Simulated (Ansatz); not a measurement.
# BH3O (BH2(OH)) at 6 levels

We compute a comparison of 6 runs (CAM-B3LYP/STO-3G, UB3LYP/STO-3G, UPBE/STO-3G, r2SCAN0/STO-3G, wB97X/STO-3G, CCSD/STO-3G) of BH3O (BH2(OH)). 

Program for the calculation: Ansatz 0.2.0.

45 further runs of the same task are left out: 1 that didn't finish, 44 set aside as unsound or not needed.

### 1 The structure to begin with

The species is BH3O (5 atoms), meant as a singlet with charge 0. SMILES: `[H]B([H])O`. The O4–B1 distance was set to 3.313 Å, away from the relaxed value. At this shape a bond of the SMILES string is far longer than usual.

Bond lengths: B1–H2 1.172 Å, B1–H3 1.182 Å, O4–H5 0.958 Å. Angles: H2–B1–H3 121.4°.

### 2 A single-point energy at CAM-B3LYP/STO-3G (run 1)

Input file run.yaml:

```yaml
crystal:
  periodic: [false, false, false]
  atoms:
    - {symbol: B, position_ang: [0.916549, 2.134232, -0.532981]}
    - {symbol: H, position_ang: [2.049129, 2.221792, -0.820091]}
    - {symbol: H, position_ang: [0.212669, 3.083112, -0.505181]}
    - {symbol: O, position_ang: [-0.159420, -0.918700, 0.174490]}
    - {symbol: H, position_ang: [-1.082200, -1.025180, 0.410320]}
basis:
  gaussian: {orbitals: STO-3G}
hamiltonian: {xc: {name: CAM-B3LYP}}
accuracy: high
```

Started as:

```
$ ansatz run run.yaml --threads 1 --pin off --max-ram 2610MiB --events-out events.jsonl --progress --plain --runs-dir runs
```

What it wrote:

```text
Warning: RAYON_NUM_THREADS=1 ignored (pool sized by the plan → 1); use --threads N
Functional definition: CAM-B3LYP
  name "CAM-B3LYP"
  parameter alpha = 0.19
  parameter beta = 0.46
  parameter omega = 0.33/bohr
  parameter ac = 0.81
  exchange = (1 - alpha - beta)*b88_x + beta*b88_x_sr(omega) + alpha*exact_x + beta*exact_x_lr(omega)
  correlation = (1 - ac)*vwn5_c + ac*lyp_c
194 factors; integrals over basis functions are off by at most 2.3e-8 eV
136 factors; integrals over basis functions are off by at most 9.8e-10 eV
mean field evaluation 1: about -2712.3800 eV, gradient 2.9e1 eV
mean field evaluation 2: about -2584.2500 eV, gradient 9.2e1 eV
mean field evaluation 4: about -2715.4882 eV, gradient 2.2e1 eV
mean field evaluation 8: about -2715.9068 eV, gradient 2.2e1 eV
mean field evaluation 16: about -2723.4326 eV, gradient 1.6e-7 eV
mean field -2723.43255466 eV, -100.0843003749 hartree, gradient 2.2e-8 eV, S^2 0.000000; 2 other end points of the search recorded, 0 dependent functions left out
reference -2723.43256822 eV, -100.0843008732 hartree; 8, 8 occupied and 5, 5 virtual orbitals, 194 factors
Total energy: -2723.43256822 eV, -100.0843008732 hartree
```

Run time: 0.95 s. Hardware: 1 thread of Arm Neoverse V1, shared host.

### 3 A single-point energy at UB3LYP/STO-3G (run 2)

Input file in.yaml:

```yaml
crystal:
  periodic: [false, false, false]
  atoms:
    - {symbol: B, position_ang: [0.916549, 2.134232, -0.532981]}
    - {symbol: H, position_ang: [2.049129, 2.221792, -0.820091]}
    - {symbol: H, position_ang: [0.212669, 3.083112, -0.505181]}
    - {symbol: O, position_ang: [-0.159420, -0.918700, 0.174490]}
    - {symbol: H, position_ang: [-1.082200, -1.025180, 0.410320]}
basis:
  gaussian:
    orbitals: STO-3G
magnetization:
  spin_polarized: true
  initial_magnetization: 0
hamiltonian:
  xc: {name: B3LYP}
accuracy: high
```

Started as:

```
$ ansatz run in.yaml --threads 1 --pin off --max-ram 2610MiB --events-out events.jsonl --progress --plain --runs-dir runs
```

What it wrote:

```text
Warning: RAYON_NUM_THREADS=1 ignored (pool sized by the plan → 1); use --threads N
Functional definition: B3LYP
  name "B3LYP"
  parameter a0 = 0.2
  parameter ax = 0.72
[... 1 set-up line as earlier in the session ...]
  exchange = (1 - a0 - ax)*slater_x + ax*b88_x + a0*exact_x
  correlation = (1 - ac)*vwn_rpa_c + ac*lyp_c
194 factors; integrals over basis functions are off by at most 2.3e-8 eV
mean field evaluation 1: about -2714.3886 eV, gradient 2.1e1 eV
mean field evaluation 2: about -2581.5937 eV, gradient 6.8e1 eV
mean field evaluation 4: about -2716.4081 eV, gradient 1.6e1 eV
mean field evaluation 8: about -2721.0405 eV, gradient 2.2e1 eV
mean field evaluation 16: about -2726.6054 eV, gradient 6.0e0 eV
mean field evaluation 32: about -2726.8263 eV, gradient 3.9e0 eV
mean field -2727.98249609 eV, -100.2515076385 hartree, gradient 5.8e-8 eV, S^2 0.983964; 4 other end points of the search recorded, 0 dependent functions left out
reference -2727.98252410 eV, -100.2515086676 hartree; 8, 8 occupied and 5, 5 virtual orbitals, 194 factors
Total energy: -2727.98252410 eV, -100.2515086676 hartree
```

It took 2.9 s on 1 thread of Arm Neoverse V1, shared host; peak memory 0.11 GiB.

Run 3 isn't shown in full; the table further down has it.

### 4 A single-point energy at r2SCAN0/STO-3G (run 4)

Input file job.yaml:

```yaml
basis:
  gaussian:
    orbitals: STO-3G
crystal:
  periodic: [false, false, false]
  atoms:
    - symbol: B
      position_ang: [0.916549, 2.134232, -0.532981]
    - symbol: H
      position_ang: [2.049129, 2.221792, -0.820091]
    - symbol: H
      position_ang: [0.212669, 3.083112, -0.505181]
    - symbol: O
      position_ang: [-0.159420, -0.918700, 0.174490]
    - symbol: H
      position_ang: [-1.082200, -1.025180, 0.410320]
hamiltonian:
  xc: {name: r2SCAN0}
accuracy: high
```

Started as:

```
$ ansatz run job.yaml --threads 1 --pin off --max-ram 2610MiB --events-out events.jsonl --progress --plain --runs-dir runs
```

What it wrote:

```text
Warning: RAYON_NUM_THREADS=1 ignored (pool sized by the plan → 1); use --threads N
Functional definition: r2SCAN0
  name "r2SCAN0"
  parameter a = 0.25
  parameter k0 = 0.174
  parameter k1 = 0.065
  parameter a1 = 4.9479
  exchange = (1 - a)*r2scan_x(k0 = k0, k1 = k1, a1 = a1) + a*exact_x
  correlation = r2scan_c
194 factors; integrals over basis functions are off by at most 2.3e-8 eV
mean field evaluation 1: about -2712.9730 eV, gradient 2.9e1 eV
mean field evaluation 2: about -2582.9762 eV, gradient 9.2e1 eV
mean field evaluation 4: about -2715.2082 eV, gradient 2.2e1 eV
mean field evaluation 8: about -2718.2270 eV, gradient 2.3e1 eV
mean field evaluation 16: about -2723.6884 eV, gradient 2.0e-7 eV
mean field -2723.68836306 eV, -100.0937011600 hartree, gradient 2.6e-8 eV, S^2 0.000000; 2 other end points of the search recorded, 0 dependent functions left out
reference -2723.68836338 eV, -100.0937011719 hartree; 8, 8 occupied and 5, 5 virtual orbitals, 194 factors
Total energy: -2723.68836338 eV, -100.0937011719 hartree
```

Wall time 1.8 s (1 thread of Arm Neoverse V1, shared host); peak memory 0.12 GiB.

Run 5 isn't shown in full; the table further down has it.

### 5 A single-point energy at CCSD/STO-3G (run 6)

run.yaml: that of step 2 with these lines changed.

```diff
@@ -1 +1,3 @@
+basis:
+  gaussian: {orbitals: STO-3G}
 crystal:
@@ -8,5 +10,5 @@
     - {symbol: H, position_ang: [-1.082200, -1.025180, 0.410320]}
-basis:
-  gaussian: {orbitals: STO-3G}
-hamiltonian: {xc: {name: CAM-B3LYP}}
+total_charge: 0
+correlation: {method: ccsd, frozen_orbitals: {B: 1, H: 0, O: 1}}
 accuracy: high
+scf: {omitted_lower_state_checks: [cluster_reference, increment]}
```

Started as:

```
$ ansatz run run.yaml --threads 1 --pin off --max-ram 2610MiB --events-out events.jsonl --progress --plain --runs-dir runs
```

What it wrote:

```text
Warning: RAYON_NUM_THREADS=1 ignored (pool sized by the plan → 1); use --threads N
[... 13 lines left out ...]
2 core orbitals not correlated: weight in the atoms' cores, before any rotation towards them, 1.000 or more for the frozen orbitals, at most 0.000 for the correlated occupied ones
[... 47 lines left out ...]
WARN: these amplitudes may be one of several solutions (largest doubles amplitude 0.91, level shift 16.27 eV)
Total energy: -2716.48271546 eV, -99.8288984950 hartree
Checks for a lower state left out: cluster_reference, increment
```

It took 0.14 s on 1 thread of Arm Neoverse V1, shared host.

### 6 The series

```csv
run,level,frozen core orbitals,energy (Eh),wall time
1,CAM-B3LYP/STO-3G,–,-100.084301,0.95 s
2,UB3LYP/STO-3G,–,-100.251509,2.9 s
3,UPBE/STO-3G,–,-100.102542,3.3 s
4,r2SCAN0/STO-3G,–,-100.093701,1.8 s
5,wB97X/STO-3G,–,-100.116084,3.6 s
6,CCSD/STO-3G,2,-99.828898,0.14 s
```

### 7 Outcome

| quantity | value |
| --- | --- |
| run 6: total energy | -99.82890 Eh |
| run 6: correlation energy (2 core orbitals frozen) | -306.9 mEh |
| run 6: T1 diagnostic | 0.050 |

**Reading.** Totals of different functionals can't be ranked against each other. In run 6 the T1 diagnostic is large, so a single reference may not serve. In run 6 the log says that unrestricted orbitals would lower the reference, so the values rest on an unstable closed-shell determinant (other closed-shell runs at this shape may share the fault). In runs 1, 2, 3, 4, 5, 6 the basis is minimal, so the values are rough. Spin contamination of the reference: run 2 ⟨S²⟩ = 0.98, run 3 ⟨S²⟩ = 0.95. Where it is this large, the reference is a mixture of spin states, and values that rest on it are in doubt. All runs together took 13 s, the longest 3.6 s.
